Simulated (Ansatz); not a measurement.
Reaction: C2H6N (SMILES [CH2]CN, doublet) → C2H6N (SMILES [CH2]NC, doublet)
Each species at its own B3LYP-D3(BJ)/def2-TZVP minimum (Ansatz, a first-principles code), one conformer.

Total energies in hartree (Ansatz). Radicals and triplets start from unrestricted determinants; spin-orbit coupling is neglected. Cores are frozen in correlated methods. No relativity.

```csv
species,HF/cc-pVTZ,CCSD(T)/cc-pVTZ,HF/cc-pVQZ,CCSD(T)/cc-pVQZ,CCSD(T)/cc-pVDZ,CCSDT(Q)/cc-pVDZ
"1: C2H6N (SMILES [CH2]CN, doublet)",-133.67052,-134.26688,-133.68023,-134.30825,-134.12038,-134.12209
"2: C2H6N (SMILES [CH2]NC, doublet)",-133.66954,-134.26872,-133.67944,-134.31040,-134.12223,-134.12388
```

Question: Work out the isomerisation energy (electronic) in kJ/mol: take Hartree-Fock from cc-pVQZ, extrapolate the CCSD(T) correlation energy as X^-3 (X = 3, 4), and add CCSDT(Q) - CCSD(T) in cc-pVDZ. 1 hartree = 2625.5 kJ/mol.

Answer: 
Species 1: correlation (64·(-0.62802) - 27·(-0.59636))/37 = -0.65112; step -0.00171; E1 = -133.68023 + (-0.65112) + (-0.00171) = -134.33306
Species 2: correlation (64·(-0.63096) - 27·(-0.59918))/37 = -0.65415; step -0.00165; E2 = -133.67944 + (-0.65415) + (-0.00165) = -134.33524
-1·E1 +1·E2 = -0.00218 hartree = -5.7 kJ/mol.
